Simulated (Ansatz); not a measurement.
**Loss of H2O: C3H7O → C3H5 + H2O**

Species: C3H7O `CC(C)[O]`, doublet; C3H5 `[CH2]C=C`, doublet; H2O (water) `O`, singlet. 

Shapes, held fixed at every level: PBE0-D4/def2-TZVP. Flexible molecules stand in one conformer, not always the lowest. Programs: Ansatz 0.2.0. The zero-point and thermal change to 298 K, harmonic and unscaled (PBE0-D4/def2-TZVP), is -10.2 kJ/mol.

**Question.** Estimate ΔH(298 K) of this reaction.

**Answer.** B2PLYP/def2-TZVPP gives ΔH(298 K) = -24.2 kJ/mol; the levels span -24.2 to +14.1. They disagree on the sign: 2 of 7 are positive. The median of the levels is -5.0. No measured value is set beside it here. Spin contamination: C3H5 (⟨S²⟩ up to 0.95). Open shells run unrestricted unless RO is named. Times are processor times on shared x86 and Arm servers, and rough.

```csv
level,kind,ΔH(298 K) (kJ/mol),CPU time (sum over the molecules)
HF/def2-SVP,Hartree–Fock,+10.7,–
SPW92/def2-TZVPP,LDA,+14.1,13 s
PBE-D4/def2-TZVPP,GGA,-9.4,27 s
r2SCAN-D4/def2-TZVPP,meta-GGA,-11.7,53 s
BHLYP-D4/def2-TZVPP,global hybrid,-4.6,40 s
r2SCAN0-D4/def2-TZVPP,global hybrid,-5.0,58 s
B2PLYP/def2-TZVPP,double hybrid,-24.2,47 s
```
